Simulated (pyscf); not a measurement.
**Hydrogen abstraction: :N–F (SMILES [N]F) [triplet] + F–SiH₃ (SMILES F[SiH3]) → •HN–F (SMILES [NH]F) + F–SiH₂• (SMILES F[SiH2])**

Gas phase, triplet surface, charge 0. Bonds broken: Si4–H5. Bonds formed: N1–H5. PySCF, gas phase, ωB97X-D3(BJ)/def2-SVP geometries. Correlated levels are frozen-core, on RHF or UHF. ΔMP2 is the change of the MP2 total energy from the triple- to the quadruple-zeta basis.

Transition state (Å):

```xyz
7

N      1.8444     0.1503    -0.5886
F      1.7277     1.3936    -0.1235
F     -1.9168     0.5983    -0.2751
Si    -0.9783    -0.6288     0.2418
H      0.7316    -0.2980    -0.3171
H     -1.0063    -0.6504     1.7333
H     -1.5044    -1.9028    -0.3289
```

One imaginary mode, 1591i cm⁻¹; descent along it reached the two sides named.

```tsv
bond	change	reactant side (Å)	saddle	product side
Si4–H5	breaks	1.486	1.829	2.9
N1–H5	forms	3.4	1.230	1.043
```

Electronic energies relative to the separated reactants (kcal/mol):

```json
[
 {"level": "ωB97X-D3(BJ)/def2-TZVP", "barrier": "23.8", "reaction energy": "+20.5"},
 {"level": "PBE/def2-TZVP", "barrier": "12.7", "reaction energy": "+13.1"},
 {"level": "r²SCAN/def2-TZVP", "barrier": "17.9", "reaction energy": "+17.0"},
 {"level": "B3LYP-D3(BJ)/def2-TZVP", "barrier": "19.6", "reaction energy": "+17.5"},
 {"level": "PBE0-D3(BJ)/def2-TZVP", "barrier": "18.7", "reaction energy": "+16.4"},
 {"level": "M06-2X/def2-TZVP", "barrier": "24.1", "reaction energy": "+18.8"},
 {"level": "ωB97M-D3(BJ)/def2-TZVP", "barrier": "24.1", "reaction energy": "+19.5"},
 {"level": "HF/def2-TZVP", "barrier": "45.8", "reaction energy": "+30.6"},
 {"level": "MP2/def2-QZVPP", "barrier": "28.1", "reaction energy": "+17.8"},
 {"level": "CCSD/def2-TZVPP", "barrier": "29.7", "reaction energy": "+21.1"},
 {"level": "CCSD(T)/def2-TZVPP", "barrier": "27.4", "reaction energy": "+20.3"},
 {"level": "CCSD(T)/def2-TZVPP + ΔMP2(QZVPP)", "barrier": "26.4", "reaction energy": "+19.2"}
]
```

With CCSD(T)/def2-TZVPP + ΔMP2(QZVPP) energies and thermal terms (ideal gas, 1 atm, RRHO with modes under 100 cm⁻¹ raised to 100, one conformer, R ln 2 for chiral ones without a mode under 150 cm⁻¹), in kcal/mol:

| T (K) | ΔH‡ | ΔG‡ | ΔH | ΔG |
|---|---|---|---|---|
| 298 | 24.5 | 32.6 | +20.0 | +17.9 |
| 600 | 25.2 | 40.5 | +19.9 | +15.8 |
| 900 | 25.8 | 48.1 | +19.5 | +13.8 |
| 1200 | 26.4 | 55.4 | +19.1 | +12.0 |

At PBE this geometry lies under the product side: in single points on another level's saddle the reverse barrier vanishes, and the forward threshold there is about the reaction energy. •HN–F + F–SiH₂• also meet on a surface of lower spin, which isn't treated here. One saddle was located; it need not be the lowest between these sides. The angle at the transferred H is 168°. The CCSD(T) − MP2 part came from Ansatz, without density fitting, on the same reference.
